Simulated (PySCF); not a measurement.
CH₆AlN.
Z-matrix (Å and degrees, PBE0-D3(BJ)/def2-SVP geometry), rows numbered from 1:
```
C 
N   1  1.4439
Al  2  1.7772  1  129.19
H   1  1.1062  2  112.85  3  -116.45
H   1  1.1057  2  112.67  3   122.09
H   1  1.1015  2  110.15  3     2.89
H   2  1.0163  1  111.97  3   179.82
H   3  1.5876  2  117.15  1   179.62
H   3  1.5882  2  117.70  1    -0.53
```

Computed with PySCF at CAM-B3LYP/def2-SVPD, non-relativistic, on one gas-phase PBE0-D3(BJ)/def2-SVP geometry that isn't relaxed in the solvent. The solvent is an IEF-PCM continuum (cavity from Bondi-type radii × 1.2), and excitations are vertical TDDFT with non-equilibrium linear response and a frozen core. Specific hydrogen bonds and non-electrostatic terms are outside this model.

Gas-phase singlets (H = HOMO, L = LUMO):

```tsv
state	E (eV)	λ (nm)	f	leading configuration
S1	5.704	217	0.129	H→L 98%
S2	6.011	206	0.020	H→L+1 80%
S3	6.245	199	0.000	H-1→L 99%
S4	7.144	174	0.011	H→L+3 73%
S5	7.270	171	0.009	H→L+4 80%
```

Q: How does the list change in benzene (ε = 2.271)?

A: 
```
state  E (eV)  λ (nm)      f  leading configuration  change by rank (eV)
   S1   5.648     220  0.161                H→L 98%               -0.056
   S2   5.994     207  0.028              H→L+1 78%               -0.017
   S3   6.319     196  0.000              H-1→L 99%               +0.074
   S4   7.109     174  0.022              H→L+3 76%               -0.035
   S5   7.256     171  0.009              H→L+4 74%               -0.014
```

Q: Give the list for dichloromethane (ε = 8.93), n² = 2.03.

A: 
```json
{"state": "S1", "E (eV)": "5.704", "λ (nm)": "217", "f": "0.157", "leading configuration": "H→L 98%", "change by rank (eV)": "0.000"}
{"state": "S2", "E (eV)": "6.024", "λ (nm)": "206", "f": "0.027", "leading configuration": "H→L+1 76%", "change by rank (eV)": "+0.013"}
{"state": "S3", "E (eV)": "6.465", "λ (nm)": "192", "f": "0.000", "leading configuration": "H-1→L 99%", "change by rank (eV)": "+0.220"}
{"state": "S4", "E (eV)": "7.099", "λ (nm)": "175", "f": "0.023", "leading configuration": "H→L+3 74%", "change by rank (eV)": "-0.045"}
{"state": "S5", "E (eV)": "7.269", "λ (nm)": "171", "f": "0.009", "leading configuration": "H→L+4 70%", "change by rank (eV)": "-0.001"}
```

Q: How do the frontier levels move from gas to dichloromethane?

A: 
| orbital | gas (eV) | solvent (eV) | change (eV) | Löwdin shares, gas | Löwdin shares, solvent |
| --- | --- | --- | --- | --- | --- |
| LUMO+2 | 1.67 | 1.78 | +0.11 | Al3 54 %, C1 11 %, H8 11 %, H9 10 % | Al3 50 %, H8 12 %, C1 12 %, H9 11 % |
| LUMO+1 | 0.90 | 1.07 | +0.17 | Al3 65 %, C1 10 %, H7 7 %, N2 4 % | Al3 67 %, C1 9 %, H7 5 % |
| LUMO | 0.26 | 0.54 | +0.28 | Al3 64 %, H9 12 %, H8 11 %, N2 10 % | Al3 63 %, H9 12 %, H8 12 %, N2 10 % |
| HOMO | -8.29 | -8.10 | +0.19 | N2 60 %, C1 14 %, Al3 10 %, H4 5 % | N2 60 %, C1 15 %, Al3 10 %, H4 5 % |
| HOMO-1 | -9.75 | -9.77 | -0.02 | Al3 39 %, H8 29 %, H9 28 % | Al3 38 %, H8 29 %, H9 28 % |
| HOMO-2 | -10.71 | -10.56 | +0.15 | N2 28 %, Al3 24 %, C1 12 %, H9 11 % | N2 29 %, Al3 22 %, C1 14 %, H9 10 % |
| HOMO-3 | -12.06 | -11.91 | +0.15 | C1 25 %, Al3 18 %, H6 15 %, H9 11 % | C1 24 %, Al3 18 %, H6 14 %, H9 12 % |

The HOMO–LUMO gap goes from 8.54 to 8.64 eV.
